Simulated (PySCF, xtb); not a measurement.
Two structures of HN2Si+

We compare a, a singlet given by its coordinates, with b, `N=[N+]=[Si]`, a singlet. Both are isolated ions in the gas phase, relaxed with B3LYP-D3(BJ)/6-311G**.

a (Å):

```yaml
atoms:
  - { symbol: N, position_ang: [-1.1263, -0.6718, 0.4489] }
  - { symbol: N, position_ang: [-0.0768, -0.1679, 0.8824] }
  - { symbol: Si, position_ang: [-0.9708, -0.8230, 2.3302] }
  - { symbol: H, position_ang: [0.6279, 0.2828, 0.2709] }
```

Close contacts (Å): N1–N2 1.24, N1–Si3 1.89, N2–Si3 1.82, N2–H4 1.04.

b (Å):

| atom | x (Å) | y (Å) | z (Å) |
| --- | --- | --- | --- |
| N | -0.0568 | 0.0283 | -0.2391 |
| N | 0.0742 | 0.2709 | 0.9371 |
| Si | 0.0437 | -0.1351 | -1.9161 |
| H | -0.6961 | -0.1405 | 1.5113 |

Quicker runs give these differences E(b) − E(a): GFN2-xTB −13.2 kcal/mol; HF/STO-3G +21.3 kcal/mol (at GFN2-xTB geometries); r2SCAN-D4/def2-SVP +6.4 kcal/mol (at GFN2-xTB geometries).

Question: Estimate which is lower in electronic energy at CCSD(T)/def2-TZVPP, and by roughly how much.

Answer: The CCSD(T)/def2-TZVPP calculation puts structure a lower, by 10.4 kcal/mol.

Level by level:

```csv
level,geometry,E(b) − E(a) (kcal/mol),departure from the last row (kcal/mol),"job, with rough time for the two"
GFN2-xTB,GFN2-xTB,−13.2,−23.6,"optimisation, 0.15 s"
HF/STO-3G,GFN2-xTB,+21.3,+10.9,"single point, 1.6 s"
r2SCAN-D4/def2-SVP,GFN2-xTB,+6.4,−4.0,"single point, 5.1 s"
B3LYP-D3(BJ)/6-311G**,B3LYP-D3(BJ)/6-311G**,+6.3,−4.1,"optimisation, 46 s"
HF/def2-TZVPP,B3LYP-D3(BJ)/6-311G**,+12.8,+2.4,part of the CCSD(T) run
MP2/def2-TZVPP,B3LYP-D3(BJ)/6-311G**,+12.7,+2.2,part of the CCSD(T) run
CCSD(T)/def2-TZVPP,B3LYP-D3(BJ)/6-311G**,+10.4,,"single point, 41 s"
```

GFN2-xTB puts the two in the other order. The largest departure from CCSD(T)/def2-TZVPP is that of GFN2-xTB, 23.6 kcal/mol. No reliable frequencies are at hand for a or b, so they aren't confirmed as minima.

The T1 diagnostic of structures a and b is large, so the coupled-cluster value is less sure. The correlated steps freeze 7 core orbitals. Codes used: PySCF 2.14.0, xtb 6.7.1; the last row on 2 threads of AMD EPYC 7R43 64-Core Processor (Zen 3) on a shared host.
